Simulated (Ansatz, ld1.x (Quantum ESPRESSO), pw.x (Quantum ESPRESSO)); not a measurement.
palladium: does the TM potential hold in the solid?

| Property | Result |
| --- | --- |
| Element | Pd (Z = 46) |
| Generator | ld1.x (Quantum ESPRESSO) 7.5 |
| Type | norm-conserving Troullier–Martins (Kleinman–Bylander form) |
| Functional | PBE |
| Relativity | scalar-relativistic |
| Frozen core | [Kr] |
| Valence charge | 10 |
| Reference configuration | 4d9.5 5s0 5p0 (charge +0.5) |
| Partial waves | 5p (bound, empty): rc 3.95 bohr; 4d (bound): rc 1.70 bohr; 5s (bound, empty): rc 2.25 bohr |
| Local potential | the s channel |
| Core correction | none |

Crystal test: fcc Pd in pw.x 7.5, no spin, 14³ k-points, Fermi–Dirac smearing 0.01 Ry, cutoffs 110/440 Ry. The reference is all-electron LAPW (Ansatz 0.2.0) with the same functional, mesh and smearing; V0 and B0 come from Birch–Murnaghan fits to the pressures at five volumes. Errors are pseudo minus all-electron; Δ is the rms difference of the E(V) curves that follow from these fits, minima aligned, over ±6 % about the mean V0. Mesh and smearing are coarse, so the numbers serve the comparison and aren't converged zero-temperature values; the lattice is a test structure that the element need not adopt.

All-electron: a0 = 3.948 Å (V0 = 15.38 Å³/atom), B0 = 165.5 GPa.

**Question.** How far does the potential miss the all-electron equation of state?

**Answer.** mean pressure error (GPa): +4.85; a0 (Å): 3.983; a0 error (%): +0.89; B0 error (%): +0.9; Δ (meV/atom): 15.4. The largest radius (3.95 bohr) exceeds half the bond length (2.64 bohr), so the spheres overlap, which is one possible source of error among others. This is a poor potential for the solid.

| V (Å³/atom) | P all-electron (GPa) | P pseudo (GPa) |
| --- | --- | --- |
| 14.653 | 9.14 | 15.54 |
| 15.038 | 3.94 | 9.43 |
| 15.424 | -0.49 | 4.25 |
| 15.810 | -4.24 | -0.16 |
| 16.195 | -7.42 | -3.89 |

**Question.** At the middle volume, how do free energy and pressure move when the wave cutoff is lowered (ecutrho kept at four times it)?

**Answer.**

```csv
cutoff (Ry),shift of F (meV/atom),shift of P (GPa)
50,+727.2,-51.16
66,+21.4,-1.37
88,+9.6,-0.20
```

The run at the middle volume (104 k-points, 8 iterations) took about 28 s on one core of a shared host (Neoverse-V1, 32 threads, 247 GiB, load 21).
